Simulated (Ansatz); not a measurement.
Born–Oppenheimer molecular dynamics of BH5OS (8 atoms, charge 0, multiplicity 1). It starts at the highest image of a converged band. Of that band: The profile has 3 maxima (images 1, 3, 5) with wells between them (images 2, 4): this band takes more than one step, which may be the mechanism or a detour left from its start path. A structure lower than the first end lies on the path between it and the top, so the climb from that side starts below the end, which may itself be a saddle point or a shallow side well. A vibrational analysis at the climbing image gives one clearly imaginary mode, 840i cm⁻¹: a first-order saddle point.

Level of theory: RKS r2SCAN-D4/6-31G* in Ansatz.

```yaml
ensemble: NVE (velocity Verlet)
time_step: 0.5 fs
steps_asked: 180
starting_velocities_drawn_for: 300 K
seed: 4421
```

First frame:

```xyz
8
Properties=species:S:1:pos:R:3
B -0.203 0.104 0.251
H -0.106 -0.048 1.556
H 0.856 -0.265 -0.173
O -1.464 -0.353 -0.102
H -1.523 -0.470 -1.060
S -0.021 2.208 0.201
H -1.325 2.433 0.473
H -0.101 0.955 1.348
```

Task: What does the run give?

Result: The run went to its last step.

| Quantity | Value |
| --- | --- |
| steps done | 180 |
| time covered | 90 fs |
| mean temperature over the second half | 1900 K |
| spread of the potential energy over the second half | 22.2 meV per atom |
| mean potential energy of the second half above the start | -155.1 meV per atom |

The conserved energy stayed within 0.13 meV per atom of its start (net change -0.04 meV per atom), so the integration is sound. The kinetic energy rose, since the run started high on the potential surface and went downhill. It ends in pieces (BH3OS + H2), so much of that is their flight and rotation, not heat. A run of 0.09 ps of so small a system gives no equilibrium averages. The orbitals stay closed-shell, which can raise the energy where a bond breaks towards radicals; this wasn't checked here.

Task: What happens to the structure?

Result: Between its relaxed ends the band would form B1–S6, H2–H8 and break B1–H2, S6–H8. These pairs go: B1–S6 2.11 → 1.74 Å, H2–H8 1.02 → 0.75 Å, B1–H2 1.32 → 8.20 Å, S6–H8 1.70 → 9.27 Å. In the last frame they stand as after the step (other bonds may differ from the relaxed reactants and products). Also parted: B1–H8 1.39 → 8.23 Å. It ends as BH3OS + H2. Pairs count as bonded within 1.25 times the sum of covalent radii (0.12 Å more for H–H). The details hang on the random start.

Task: How do temperature and energy run in time?

Result: 
```json
{"time (fs)": "0", "T (K)": "300", "potential energy less start (eV)": "0.000", "conserved less start (meV/atom)": "0.00"}
{"time (fs)": "4.5", "T (K)": "161", "potential energy less start (eV)": "0.108", "conserved less start (meV/atom)": "0.08"}
{"time (fs)": "9", "T (K)": "172", "potential energy less start (eV)": "0.100", "conserved less start (meV/atom)": "0.06"}
{"time (fs)": "13.5", "T (K)": "294", "potential energy less start (eV)": "0.005", "conserved less start (meV/atom)": "0.06"}
{"time (fs)": "18", "T (K)": "637", "potential energy less start (eV)": "-0.262", "conserved less start (meV/atom)": "0.00"}
{"time (fs)": "22.5", "T (K)": "1021", "potential energy less start (eV)": "-0.559", "conserved less start (meV/atom)": "0.00"}
{"time (fs)": "27", "T (K)": "1411", "potential energy less start (eV)": "-0.862", "conserved less start (meV/atom)": "0.01"}
{"time (fs)": "31.5", "T (K)": "1628", "potential energy less start (eV)": "-1.030", "conserved less start (meV/atom)": "0.05"}
{"time (fs)": "36", "T (K)": "1589", "potential energy less start (eV)": "-0.999", "conserved less start (meV/atom)": "0.08"}
{"time (fs)": "40.5", "T (K)": "1612", "potential energy less start (eV)": "-1.017", "conserved less start (meV/atom)": "0.04"}
{"time (fs)": "45", "T (K)": "1938", "potential energy less start (eV)": "-1.271", "conserved less start (meV/atom)": "-0.02"}
{"time (fs)": "49.5", "T (K)": "2307", "potential energy less start (eV)": "-1.557", "conserved less start (meV/atom)": "-0.05"}
{"time (fs)": "54", "T (K)": "2168", "potential energy less start (eV)": "-1.449", "conserved less start (meV/atom)": "0.03"}
{"time (fs)": "58.5", "T (K)": "1679", "potential energy less start (eV)": "-1.068", "conserved less start (meV/atom)": "0.12"}
{"time (fs)": "63", "T (K)": "1630", "potential energy less start (eV)": "-1.032", "conserved less start (meV/atom)": "0.00"}
{"time (fs)": "67.5", "T (K)": "1746", "potential energy less start (eV)": "-1.122", "conserved less start (meV/atom)": "-0.05"}
{"time (fs)": "72", "T (K)": "1675", "potential energy less start (eV)": "-1.066", "conserved less start (meV/atom)": "0.04"}
{"time (fs)": "76.5", "T (K)": "1714", "potential energy less start (eV)": "-1.096", "conserved less start (meV/atom)": "0.09"}
{"time (fs)": "81", "T (K)": "1963", "potential energy less start (eV)": "-1.290", "conserved less start (meV/atom)": "0.05"}
{"time (fs)": "85.5", "T (K)": "2127", "potential energy less start (eV)": "-1.417", "conserved less start (meV/atom)": "-0.06"}
{"time (fs)": "90", "T (K)": "1910", "potential energy less start (eV)": "-1.249", "conserved less start (meV/atom)": "-0.04"}
```

The run took 8 min on 1 thread of Arm Neoverse V1, with other jobs on the host, peak memory 0.11 GiB.
